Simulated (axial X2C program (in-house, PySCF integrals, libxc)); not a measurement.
# Working with the constants of LiNa

A bond curve at the CCSD(T) level, 2c, was computed with an in-house all-electron X2C program for linear molecules (integrals from PySCF) (basis Na dyall-cv3z [9s8p5d2f], Li dyall-cv3z [7s8p2d] (cores contracted in-house)) for the state Ω = 0 (closed shell). Its fit gives Re = 2.9044 Å, ωe = 254.3 cm⁻¹, ωexe = 1.54 cm⁻¹ and αe = 2.995e-03 cm⁻¹; the masses are 22.9898 and 7.0160 u. Two-component means X2C with spin–orbit coupling and atomic mean-field Coulomb and Gaunt terms.

Correlated methods: 10 electrons correlated (number of frozen shells: Na 1 s; Li 1 s), 194 virtual spin orbitals or spinors in MP2, 90 natural virtuals in coupled cluster.

(1) Find the reduced mass, Be and the force constant.

(2) Where do the fundamental and the first overtone lie?

(3) Give B0, the J = 1←0 line in GHz and the most populated J at 300 K (kT = 208.5 cm⁻¹).

(4) Estimate De from a Morse curve and compare with the computed well depth of 0.861 eV to Na + Li.

(5) Estimate the centrifugal constant by the Kratzer relation.

Occupations by symmetry block were frozen at the best pattern of an incomplete PBE0 search. Dissociation energies refer to the lowest single-determinant-based atoms at the same level and basis. Coupled cluster ran in a truncated set of natural virtual spinors; the MP2 energy of the rest was added. (T) has no such correction and the atoms are truncated less, which lowers De at CCSD(T) by a hundredth of an eV or more.

Answers

(1) From the CCSD(T) values: μ = 5.3755 u. Be = 16.8576/(μ Re²) = 0.3718 cm⁻¹. k = 5.8918×10⁻⁷ μ ωe² = 0.205 mdyn/Å.

(2) ν(1←0) = ωe − 2ωexe = 251.2 cm⁻¹; ν(2←0) = 2ωe − 6ωexe = 499.4 cm⁻¹.

(3) B0 = Be − αe/2 = 0.3703 cm⁻¹; 2B0 = 22.2 GHz; J(max) ≈ √(kT/2B0) − 1/2 = 16.3, so J = 16.

(4) De(Morse) = ωe²/(4ωexe) = 1.302 eV against 0.861 eV computed, a ratio of 1.51. The extrapolation overshoots: the well softens faster than a Morse curve, or the lowest atomic limit lies below the one to which the curve heads.

(5) D = 4Be³/ωe² = 3.18e-06 cm⁻¹.
